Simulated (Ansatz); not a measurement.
Reaction (SMILES): N (NH3) + H+ → [NH4+]
B3LYP-D3(BJ)/def2-TZVP geometries, fixed; electronic energies without zero-point terms; positive where energy is released.
Largest species:
```xyz
5

N      0.0000     0.0000     0.0000
H      0.0143     0.9619    -0.3540
H      0.8334    -0.4977    -0.3293
H     -0.8403    -0.4774    -0.3416
H     -0.0074     0.0132     1.0249
```
Charge +1, spin multiplicity 1.

Basis-set convergence of the proton affinity at r2SCAN with Ansatz (a quantum-chemistry and plane-wave program). Cartesian d functions, on some or all atoms, in 6-31+G*, 6-31G**; all else is spherical. The program fits the integrals of some runs and decomposes those of others, by size. No added dispersion term, no relativity. Functions are those of the species that has most. Reference: the value in aug-pcseg-3, 212.84 kcal/mol, itself unsure by roughly 0.04 kcal/mol (its mean distance from aug-cc-pVQZ, def2-QZVPPD, pcseg-3). Deviations are taken from unrounded values.

```
basis            functions  proton affinity (kcal/mol)  minus reference (kcal/mol)
---------------  ---------  --------------------------  --------------------------
STO-3G                   9                      260.61                       47.77
3-21G                   17                      230.17                       17.33
6-31G                   17                      224.19                       11.35
6-31+G*                 27                      212.83                       -0.01
6-31G**                 35                      218.46                        5.62
def2-SVPD               52                      212.28                       -0.56
def2-TZVP               55                      213.49                        0.64
aug-pcseg-1             59                      210.49                       -2.35
6-311++G(2d,2p)         67                      212.73                       -0.11
cc-pVTZ                 86                      214.71                        1.87
def2-TZVPP              87                      213.69                        0.85
def2-QZVPP             177                      213.01                        0.17
pcseg-3                192                      212.87                        0.03
```
